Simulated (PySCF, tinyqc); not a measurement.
Inside a calculation. Method: RHF in the sto-3g basis, for CH2, spin multiplicity 1. This run ends on a higher stationary point, not on the lowest solution. The lowest restricted solution is unstable here: a spin-polarised one lies 0.0188 hartree lower (PySCF). One step of it, computed by the program tinyqc.

Problem. Orthogonalisation. S = U s U^T; canonical form X = U s^(-1/2), so that X^T S X = 1. Each column of U has its largest component positive (the first on a tie).

overlap S:
```
,1C 1s,1C 2s,1C 2px,1C 2py,1C 2pz,2H 1s,3H 1s
1C 1s,1.000000,0.248362,0.000000,0.000000,0.000000,0.032056,0.032056
1C 2s,0.248362,1.000000,0.000000,0.000000,0.000000,0.339196,0.339196
1C 2px,0.000000,0.000000,1.000000,0.000000,0.000000,0.000000,0.000000
1C 2py,0.000000,0.000000,0.000000,1.000000,0.000000,0.285546,-0.285546
1C 2pz,0.000000,0.000000,0.000000,0.000000,1.000000,0.216433,0.216433
2H 1s,0.032056,0.339196,0.000000,0.285546,0.216433,1.000000,0.085376
3H 1s,0.032056,0.339196,0.000000,-0.285546,0.216433,0.085376,1.000000
```

Give: eigenvalues of S; X.

Solution.

eigenvalues of S: 0.4420  0.5512  0.8649  1.0000  1.1157  1.3634  1.6628

X:
```
,1,2,3,4,5,6,7
1C 1s,-0.3577,0.0000,0.7366,0.0000,-0.5994,0.0000,0.2100
1C 2s,0.9776,0.0000,-0.3489,0.0000,-0.3217,0.0000,0.4633
1C 2px,0.0000,0.0000,0.0000,1.0000,0.0000,0.0000,0.0000
1C 2py,0.0000,0.9009,0.0000,0.0000,0.0000,0.6366,0.0000
1C 2pz,0.5222,0.0000,0.6416,0.0000,0.6159,0.0000,0.2454
2H 1s,-0.6732,-0.7080,-0.2002,0.0000,0.1646,0.4051,0.3758
3H 1s,-0.6732,0.7080,-0.2002,0.0000,0.1646,-0.4051,0.3758
```
